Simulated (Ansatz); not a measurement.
Born–Oppenheimer molecular dynamics of AlH7OSi (10 atoms, charge 0, multiplicity 1). It starts at the highest image of a converged band, a first-order saddle point between two minima.

The calculation used RKS PBE0-D4/6-31G* (Ansatz).

```
ensemble                      : NVE (velocity Verlet)
time step                     : 0.5 fs
steps asked                   : 200
starting velocities drawn for : 300 K
seed                          : 8198
```

First frame:

```xyz
10
Properties=species:S:1:pos:R:3
Al 0.206 0.172 0.128
O -0.206 -0.363 1.868
H -1.121 -0.650 2.011
H 1.733 -0.016 -0.254
H -1.034 0.024 -0.859
Si 0.052 2.648 1.093
H 1.151 3.243 1.904
H 0.326 3.007 -0.340
H -1.231 3.322 1.451
H -0.191 0.908 1.777
```

Question: How far do the bonds stretch over the last three quarters of this one trajectory? (Pairs bonded in most of those frames.)

Answer: 
```
   bond  mean (Å)  spread (Å)  shortest  longest
 Al1–O2     1.721       0.027      1.68     1.76
 Al1–H4     1.596       0.029      1.54     1.64
 Al1–H5     1.606       0.049      1.53     1.68
  O2–H3     0.963       0.013      0.94     0.98
 Si6–H7     1.491       0.038      1.43     1.54
 Si6–H8     1.494       0.043      1.42     1.56
 Si6–H9     1.492       0.022      1.46     1.53
Si6–H10     1.515       0.098      1.36     1.66
```

Pairs bonded in part of these frames only: Al1–Si6 23 %, Al1–H10 7 %.

Mean temperature of the second half: 1157 K. The conserved energy stayed within 0.21 meV per atom of its start (net change 0.12 meV per atom), so the integration is sound. The kinetic energy rose, since the run started high on the potential surface and went downhill. It ends in pieces (AlH3O + H4Si), so much of that is their flight and rotation, not heat. A run of 0.1 ps of so small a system gives no equilibrium averages. The orbitals stay closed-shell, which can raise the energy where a bond breaks towards radicals; this wasn't checked here.

Run time: 9.3 min on 1 thread of Arm Neoverse V1 (shared host), peak memory 0.13 GiB.
